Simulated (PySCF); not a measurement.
Molecule: SMILES F/C=C\F, C₂H₂F₂.

Cartesian coordinates in Å; atom numbers follow the order of the lines, from 1:
```xyz
6

F    -1.609   -0.661    0.001
C    -0.627    0.228    0.000
C     0.658   -0.111    0.000
F     1.075   -1.368    0.002
H    -0.950    1.272   -0.001
H     1.453    0.639   -0.001
```

Spin–spin couplings on one PBE0-D3(BJ)/def2-SVP geometry, PySCF, gas phase, non-relativistic, equivalent pairs averaged; isotopes 13C, 19F; basis pcJ-1.

Reference values (Hz): 2J(C3,F1) = 5.9 (measured; Jessen and Sauer, arXiv:2312.00705); 3J(F1,F4) = -18.7 (measured; Jessen and Sauer, arXiv:2312.00705).

How do the couplings (Hz) change with the functional? Times are CPU seconds on shared hosts with different chips, so compare them loosely.

Results:


```tsv
functional	functions	2J(C3,F1)	3J(F1,F4)	mean abs. error	core-s
LDA	128	-14.1	-27.0	8.2	6.1
PBE	128	-2.4	-12.9	4.6	9.8
KT2	128	-6.6	-6.1	6.6	11
B3LYP	128	6.7	1.6	9.0	5.2
PBE0	128	10.0	5.0	8.9	11
B97-2	128	3.0	-5.9	7.8	11
BHandHLYP	128	30.8	37.2	21.7	6.7
CAM-B3LYP	128	9.8	7.9	7.3	14
```

Errors compare magnitudes, without vibrational corrections, and the largest couplings weigh most in the mean. Closest: PBE; furthest: BHandHLYP. Left out for a near triplet instability: HF/pcJ-1.
